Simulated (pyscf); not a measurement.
Optimised with ωB97X-D3(BJ)/def2-SVP in PySCF.

**Question.** Estimate the classical barrier height and the reaction energy of H₃C–Be–SH (SMILES [CH3][Be][SH]) + CH₄ (SMILES C) -> H₃C–Be–CH₃ (SMILES [CH3][Be][CH3]) + H₂S (SMILES S) at B3LYP-D3(BJ)/def2-TZVP. The step runs on the singlet surface, breaks Be–S, C–H and forms Be–C, H–S; take the separated reactants as zero.

**Answer.** ΔE‡ = 38.7 kcal/mol, ΔE = +28.6 kcal/mol. CCSD(T)/def2-TZVPP + ΔMP2(QZVPP) gives 40.8 kcal/mol and +28.2 kcal/mol. Zero-point energy shifts the barrier by -1.5 kcal/mol. It is a four-centre exchange, with an imaginary mode of 1124i cm⁻¹. On the product side the descent ends in an adduct with a Be–S contact, 6.2 kcal/mol under the separated species and 16.5 kcal/mol under the saddle at ωB97X-D3(BJ)/def2-TZVP. What is counted as broken (Be–S) persists as a longer contact in the product adduct; parting that adduct is a step of its own. One saddle was located; it need not be the lowest between these sides. The CCSD(T) − MP2 part came from Ansatz, without density fitting, on the same reference.
